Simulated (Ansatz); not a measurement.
Total energies of AlB2 (the lowest doublet isomer of a short search) from Ansatz at r2SCAN-D4/def2-TZVP, gas phase (1 Eh = 27.2114 eV = 2625.5 kJ/mol). The reference geometry is relaxed at r2SCAN-D4/def2-TZVP.

Cartesian coordinates in Å:
```
B -0.821 0.340 -0.445
B -0.073 -0.984 -0.115
Al 0.894 0.644 0.560
```

```
                 state                        geometry  energy (Eh)
      charge 0 doublet                       reference   -291.87066
      charge 1 triplet                       reference   -291.56264
      charge 0 quartet  relaxed at r2SCAN-D4/def2-TZVP   -291.85924
 free B atom (doublet)                               –    -24.63675
free Al atom (doublet)                               –   -242.33055
```

Task: Work out the vertical ionisation energy to the triplet.

Result: E(charge 1 triplet) − E(charge 0 doublet) = -291.56264 − (-291.87066) = 0.30802 Eh = 8.38 eV. For comparison, −ε of the highest occupied level of the spin that leaves is 5.68 eV at this level, 2.70 eV less.

Task: Which of the charge 0 states is lowest, and how far above it are the others?

Result: The doublet. quartet: -291.85924 − (-291.87066) = 0.01142 Eh = 30.0 kJ/mol.

Task: What is the binding energy per atom against free atoms?

Result: Atoms: 2 × (-24.63675) + 1 × (-242.33055) = -291.60405 Eh. Binding: -291.60405 − (-291.87066) = 0.26661 Eh = 7.25 eV, or 2.42 eV for each of 3 atoms (no zero-point energy, no counterpoise term).

At r2SCAN-D4/def2-TZVP the charge 0 doublet is spin-contaminated (final ⟨S²⟩ up to 0.87, 0.75 for a pure state). At r2SCAN-D4/def2-TZVP the charge 1 triplet is spin-contaminated (final ⟨S²⟩ up to 2.14, 2.00 for a pure state). 

The structure comes from a short search, and lower isomers may exist.
